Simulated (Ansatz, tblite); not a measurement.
# ScCl3: rung by rung

Aim: run the singlet of ScCl3 at one geometry on many levels, and compare frontier levels, spin and run time.

Method: as each input shows; program: Ansatz 0.2.0, Gaussian basis.

The runs, in order: GFN1-xTB, GFN2-xTB, PBE-D4/def2-TZVP, r2SCAN-D4/def2-TZVP, CAM-B3LYP-D4/def2-TZVP, r2SCANh-D4/def2-TZVP, B3LYP-D4/def2-TZVP, revPBE-D4/def2-TZVP, HSE06-D4/def2-TZVP, B97M-V/def2-TZVP, LC-ωPBE/def2-TZVP, PBE-D4/def2-SVP, PBE0-D4/def2-SVP, PBE0-D4/def2-TZVPD, PBE-D4/def2-TZVPD, r2SCAN-D4/def2-TZVPD, CCSD(T)/def2-TZVPP, MP2/def2-TZVP, RPA/def2-TZVP.

## Step 1: The geometry

The geometry is that of the singlet, from an earlier relaxation (B3LYP-D4/def2-SVP).

4 atoms, charge 0, spin multiplicity 1.

Bond lengths: Sc1–Cl2 2.271 Å, Sc1–Cl3 2.271 Å, Sc1–Cl4 2.271 Å. Angles: Cl2–Sc1–Cl3 120.0°, Cl2–Sc1–Cl4 120.0°, Cl3–Sc1–Cl4 120.0°.

Formally the metal is d0. No spin-orbit coupling is included.

PBE0-D4/def2-TZVP was run before; its log isn't repeated, and its numbers join the tables.

## Step 2: GFN1-xTB

Tight binding, by tblite at 300 K electronic temperature and without a spin-polarisation term:

```python
tblite.interface.Calculator('GFN1-xTB', numbers, positions, charge=0, uhf=0).singlepoint()
```

Energy -380.3317 eV, HOMO -13.59 eV, LUMO -11.59 eV; 0.007 s.

## Step 3: GFN2-xTB

Tight binding, by tblite at 300 K electronic temperature and without a spin-polarisation term:

```python
tblite.interface.Calculator('GFN2-xTB', numbers, positions, charge=0, uhf=0).singlepoint()
```

Energy -402.7536 eV, HOMO -12.54 eV, LUMO -10.78 eV; 0.005 s.

## Step 4: PBE-D4/def2-TZVP

start.molden holds the orbitals of an earlier run on this state, given as this run's starting guess.

Contents of in.yaml:

```yaml
crystal:
  periodic: [false, false, false]
  atoms:
    - {symbol: Sc, position_ang: [0.000353, -0.000038, -0.006170]}
    - {symbol: Cl, position_ang: [2.271038, -0.025465, 0.021988]}
    - {symbol: Cl, position_ang: [-1.113565, 1.979019, -0.012002]}
    - {symbol: Cl, position_ang: [-1.157827, -1.953525, -0.003825]}
basis:
  gaussian: {orbitals: def2-TZVP, initial_orbitals: start.molden}
hamiltonian: {xc: pbe, dispersion: d4}
scf: {omitted_lower_state_checks: [starts]}
output: {forces: true, orbitals: {seedname: orbitals}}
```

Run with:

```sh
ansatz run in.yaml --threads 2 --pin off --events-out ev --progress --plain --max-ram 4352MiB
```

After this run come: r2SCAN-D4/def2-TZVP; CAM-B3LYP-D4/def2-TZVP; r2SCANh-D4/def2-TZVP; B3LYP-D4/def2-TZVP; revPBE-D4/def2-TZVP; HSE06-D4/def2-TZVP; B97M-V/def2-TZVP; LC-ωPBE/def2-TZVP; PBE-D4/def2-SVP; PBE0-D4/def2-SVP; PBE0-D4/def2-TZVPD; PBE-D4/def2-TZVPD; r2SCAN-D4/def2-TZVPD; CCSD(T)/def2-TZVPP; MP2/def2-TZVP; RPA/def2-TZVP.

**Question.** What will the summary of the whole plan be? Wanted: gap in def2-TZVP, named functionals, smallest and largest; correlation energy, CCSD(T)/def2-TZVPP; correlation energy, MP2/def2-TZVP; binding an atom, CCSD(T)/def2-TZVPP; PBE0 total energy, smallest basis above largest.

As calculated:

```
                                                 quantity                                 value
gap in def2-TZVP, named functionals, smallest and largest  3.69 eV (PBE-D4), 10.93 eV (LC-ωPBE)
                   correlation energy, CCSD(T)/def2-TZVPP                             -25.69 eV
                        correlation energy, MP2/def2-TZVP                             -22.45 eV
                      binding an atom, CCSD(T)/def2-TZVPP                              3.682 eV
          PBE0 total energy, smallest basis above largest       15.60 eV (def2-SVP, def2-TZVPD)
```

**Reading.** Over the named functionals in def2-TZVP the gap runs from 3.69 eV (PBE-D4) to 10.93 eV (LC-ωPBE); exact exchange widens it. The functionals in def2-TZVP miss CCSD(T)/def2-TZVPP by -0.025 (CAM-B3LYP-D4) to +0.190 eV (B97M-V) an atom. The reference is CCSD(T) in one finite basis, so it carries an error of its own, often a tenth of an eV or more, and near misses can't be ranked.
